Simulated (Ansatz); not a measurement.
# C₂H₅Si radical: basis-set convergence

The task here is to estimate one member of a computed series from the others.

Computed with Ansatz 0.2.0, Gaussian basis. Level: one geometry, several basis sets.

Plan: PBE0-D4/def2-SVP; ωB97M-V/def2-SVP; PBE0-D4/def2-QZVPP; ωB97M-V/def2-QZVPP; CCSD(T)/cc-pV(D+d)Z; CCSD(T)/cc-pV(T+d)Z; CCSD(T)/cc-pV(Q+d)Z; the functionals' def2-TZVPP values are taken from earlier runs.

## The relaxed structure

All runs share one geometry, relaxed beforehand with PBE0-D4 in a triple-zeta def2 set.

SMILES `[CH]=C[SiH3]`, 8 atoms, charge 0, spin multiplicity 2.

Atoms are counted from 1 here; the program's logs count them from 0.

Bond lengths: C1–C2 1.302 Å, C1–H4 1.082 Å, C2–Si3 1.869 Å, C2–H5 1.098 Å, Si3–H6 1.488 Å, Si3–H7 1.488 Å, Si3–H8 1.483 Å. Angles: C2–C1–H4 139.4°, C1–C2–Si3 122.1°, C1–C2–H5 119.7°, Si3–C2–H5 118.2°, C2–Si3–H6 109.9°, C2–Si3–H7 109.8°, C2–Si3–H8 109.7°, H6–Si3–H7 107.8°, H6–Si3–H8 109.8°, H7–Si3–H8 109.8°.

As a file:

```
C    -1.2207    0.2317   -1.1714
C    -0.1005    0.5184   -0.5721
Si    0.5517   -0.4977    0.8542
H    -1.8379    0.6002   -1.9799
H     0.4886    1.3828   -0.9041
H     0.7036    0.3617    2.0591
H     1.8925   -1.0446    0.5131
H    -0.3852   -1.6096    1.1454
```

Set-up of the first run:

File in.yaml:

```yaml
crystal:
  periodic: [false, false, false]
  atoms:
    - {symbol: C, position_ang: [-1.220677, 0.231708, -1.171380]}
    - {symbol: C, position_ang: [-0.100542, 0.518421, -0.572082]}
    - {symbol: Si, position_ang: [0.551702, -0.497669, 0.854169]}
    - {symbol: H, position_ang: [-1.837933, 0.600214, -1.979882]}
    - {symbol: H, position_ang: [0.488599, 1.382819, -0.904110]}
    - {symbol: H, position_ang: [0.703571, 0.361691, 2.059083]}
    - {symbol: H, position_ang: [1.892549, -1.044645, 0.513129]}
    - {symbol: H, position_ang: [-0.385168, -1.609639, 1.145372]}
basis:
  gaussian: {orbitals: def2-SVP}
magnetization: {spin_polarized: true, initial_magnetization: 1}
hamiltonian: {xc: pbe0, dispersion: d4}
output: {orbitals: {seedname: orbitals}}
```

Run with:

```
$ ansatz run in.yaml --threads 2 --pin off --events-out ev --progress --plain --max-ram 22528MiB --backend cpu
```

Among the steps run: PBE0-D4 in def2-SVP; ωB97M-V in def2-SVP; PBE0-D4 in def2-QZVPP; ωB97M-V in def2-QZVPP.

One table of the session follows, with a row left open; its other results are not shown here.

```
functional       basis  HOMO (eV)  LUMO (eV)
   PBE0-D4    def2-SVP      -6.63      -1.63
   PBE0-D4  def2-TZVPP      -6.69      -1.83
   PBE0-D4  def2-QZVPP      -6.70      -1.88
   ωB97M-V    def2-SVP          ?          ?
   ωB97M-V  def2-TZVPP      -8.69      -0.03
   ωB97M-V  def2-QZVPP      -8.71      -0.12
```

**Question.** Estimate the row for ωB97M-V, def2-SVP.

As computed: HOMO (eV): -8.61; LUMO (eV): 0.33. In the column «HOMO (eV)» it lies between ωB97M-V, def2-TZVPP (-8.69) and PBE0-D4, def2-QZVPP (-6.70).
